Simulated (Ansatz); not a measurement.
C3H5NO, SMILES `C1=NCOC1` at its PBE0-D4/def2-TZVP geometry, where that method's forces vanish. Total charge 0; spin multiplicity 1.

```
atom   x (Å)   y (Å)   z (Å)
  C1   0.345  -0.809  -0.693
  N2   1.272  -0.034  -0.327
  C3   0.686   0.945   0.550
  O4  -0.705   0.671   0.668
  C5  -0.991  -0.463  -0.114
  H6   0.522  -1.645  -1.365
  H7   0.836   1.951   0.139
  H8   1.164   0.894   1.535
  H9  -1.731  -0.232  -0.893
 H10  -1.398  -1.278   0.501
```

For each bond, give half the difference of the two atoms' forces along it (eV/Å; positive pushes the atoms apart) under PBE-D4, r2SCAN-D4, B3LYP-D4, ωB97M-V in def2-TZVPP. (Best estimate.)

Computed: 
| bond | length (Å) | PBE-D4 | r2SCAN-D4 | B3LYP-D4 | ωB97M-V |
| --- | --- | --- | --- | --- | --- |
| C1–N2 | 1.263 | 0.76 | 0.32 | 0.10 | -0.05 |
| C1–C5 | 1.496 | -0.12 | -0.01 | 0.19 | 0.21 |
| C1–H6 | 1.087 | -0.10 | -0.13 | -0.20 | -0.15 |
| N2–C3 | 1.439 | 0.03 | 0.06 | 0.22 | 0.29 |
| C3–O4 | 1.423 | 0.36 | 0.30 | 0.30 | 0.16 |
| C3–H7 | 1.097 | 0.08 | -0.07 | -0.19 | -0.19 |
| C3–H8 | 1.097 | 0.08 | -0.07 | -0.19 | -0.19 |
| O4–C5 | 1.407 | 0.34 | 0.25 | 0.30 | 0.22 |
| C5–H9 | 1.099 | 0.08 | -0.06 | -0.15 | -0.17 |
| C5–H10 | 1.099 | 0.09 | -0.05 | -0.15 | -0.17 |

B3LYP here is the variant with VWN-RPA as its local correlation; programs differ in this.
